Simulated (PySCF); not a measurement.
## Telling isomers of C$_{10}$H$_{8}$ apart by NMR

Computed data (PySCF 2.14): GFN2-xTB geometry, shieldings: GIAO PBE0/pcSseg-1. No relativistic terms, no solvent, fast rotation and ring inversion assumed for equivalent nuclei, a single conformation.

Shifts are taken against calculated references (same method and geometry level): 1H (31.72 ppm) and 13C (186.93 ppm) vs TMS. Where no couplings were computed, multiplicities follow the n + 1 count of equivalent neighbours, and m marks all less simple cases (inequivalent or close neighbours, rings, F or P nearby). Shifts are as computed. Against solution values, carbons near 30 ppm lie about +3 ppm off and those near 130 ppm about +5 ppm. Of 1211 compounds with measured shifts, 218 miss one by over three times the rms of a fit or turn the order of signals round; such compounds aren't used in these exercises.

(1) Tabulate the signals of `c1ccc2cccc-2cc1`, `C#C[C@@]12C=C[C@H]3C=C[C@@H]1[C@H]32` and their relative energies.

(2) What is the quickest way to tell c1ccc2cccc-2cc1 from C#C[C@@]12C=C[C@H]3C=C[C@@H]1[C@H]32?

## Answers

(1) 
```tsv
SMILES	carbon types	δC	δH	E rel. (kcal/mol)
c1ccc2cccc-2cc1	2×C 8×CH	144.8, 144.2, 144.2, 144.1, 144.1, 143.6, 127.4, 127.4, 123.0, 122.9	8.75 (d, 1H), 8.75 (d, 1H), 8.36 (m, 1H), 8.14 (m, 1H), 7.77 (m, 1H), 7.77 (m, 1H), 7.58 (m, 1H), 7.58 (m, 1H)	0.0
C#C[C@@]12C=C[C@H]3C=C[C@@H]1[C@H]32	2×C 8×CH	140.0, 137.8, 129.1, 126.5, 90.7, 74.6, 60.2, 57.4, 57.2, 45.3	6.02 (m, 1H), 5.94 (m, 1H), 5.31 (m, 1H), 5.22 (d, 1H), 3.37 (m, 1H), 3.12 (m, 1H), 3.08 (m, 1H), 1.64 (s, 1H)	68.2
```

Energies are electronic energies at PBE0/pcSseg-1 on these geometries, without zero-point or thermal terms, each for the one conformer computed, which needn't be the lowest.

(2) Both give the same number of carbon signals, with the same numbers of each carbon type, so the positions decide. The first has a substituted aromatic carbon (C) at 144.1 ppm, the second a three-membered-ring carbon (CH) at 60.2 ppm. Their most deshielded carbons lie at 144.8 and 140.0 ppm. In the proton spectra the most deshielded non-exchanging signals are 8.75 (d, 1H) and 6.02 (m, 1H).
